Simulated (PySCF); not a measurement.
**How the method changes the constants of BH**

State: ¹Σ⁺ (singlet), closed shell. Set-up: basis B def2-TZVPP, H def2-TZVPP; no relativity; PySCF 2.14. De refers to B + H in their high-spin ground configurations, without counterpoise correction. A positive dipole means B(−)H(+).

```tsv
Level	Re (Å)	ωe (cm⁻¹)	De (eV)	μ (D)
RHF	1.221	2491	2.68	1.80
RHF-MP2	1.226	2441	3.48	n/a
RHF-SCS-MP2	1.226	2435	3.60	n/a
RHF-CCSD	1.233	2371	3.60	n/a
RHF-CCSD(T)	1.234	2362	3.62	n/a
PBE	1.252	2245	3.52	1.51
PBEsol	1.260	2218	3.62	1.51
TPSS	1.237	2341	3.66	1.60
r²SCAN	1.242	2304	3.44	1.59
M06-L	1.230	2339	3.55	1.52
PBE0	1.241	2330	3.49	1.59
B97-3	1.234	2364	3.60	1.60
ωB97X-V	1.237	2371	3.60	1.65
```

Problem. Which functional lies closest to RHF-CCSD(T) in De, which farthest, and by how much do they differ from it?

Solution. Closest is PBEsol (+2.6 pm in Re, -6.1 % in ωe, +0.00 eV in De against RHF-CCSD(T) in the same basis), farthest r²SCAN (+0.8 pm in Re, -2.5 % in ωe, -0.18 eV in De). CCSD(T) converges more slowly with the basis than the functionals do and binds too weakly in this one, so the order can change at the basis-set limit.

Problem. What does the step from GGA to meta-GGA do here, going from PBE to r²SCAN?

Solution. r²SCAN less PBE: -1.0 pm in Re, +2.6 % in ωe, -0.08 eV in De. 

Problem. What does second-order correlation do here, going from RHF to RHF-MP2?

Solution. RHF-MP2 less RHF: +0.5 pm in Re, -2.0 % in ωe, +0.80 eV in De. Correlation nearly always deepens the well. The bond lengthens, as in strong covalent bonds, where excitations into antibonding orbitals dominate.

Measured (Huber and Herzberg, Constants of Diatomic Molecules (1979)): Re = 1.2324 Å, ωe = 2366.9 cm⁻¹.

Correlated steps freeze 1 core orbital. Where the molecule has an RHF reference, its open-shell atoms are computed with UHF.
